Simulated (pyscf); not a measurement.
Optimised with ωB97X-D3(BJ)/def2-SVP in PySCF. MP2 and CC: frozen core, UHF for open shells. ΔMP2 is the change of the MP2 total energy from the triple- to the quadruple-zeta basis.

Task: `[OH][SiH]([Cl])[Cl]` → `[Cl][Si][Cl]` [singlet] + `[OH2]`
Surface: singlet. Broken: O–Si, H–Si. Formed: H–O. Give ΔE‡ and ΔE from CCSD(T)/def2-TZVPP + ΔMP2(QZVPP), relative to the reactant's lowest minimum found.

Result: ΔE‡ = 81.0 kcal/mol, ΔE = +60.4 kcal/mol. Zero-point energy shifts the barrier by -2.5 kcal/mol. It is a 1,1-elimination, with an imaginary mode of 1596i cm⁻¹. On the product side the descent ends in an adduct with a O–Si contact, 15.0 kcal/mol under the separated species and 33.2 kcal/mol under the saddle at ωB97X-D3(BJ)/def2-TZVP. What is counted as broken (O–Si) persists as a longer contact in the product adduct; parting that adduct is a step of its own. The same reactants have a lower exit, to O=Si(Cl)–Cl + H₂ (barrier +67.8 kcal/mol at ωB97M-D3(BJ), against +79.7 kcal/mol here). This is the saddle that the search found; another between the same sides may lie lower. The CCSD(T) − MP2 part came from Ansatz, without density fitting, on the same reference.
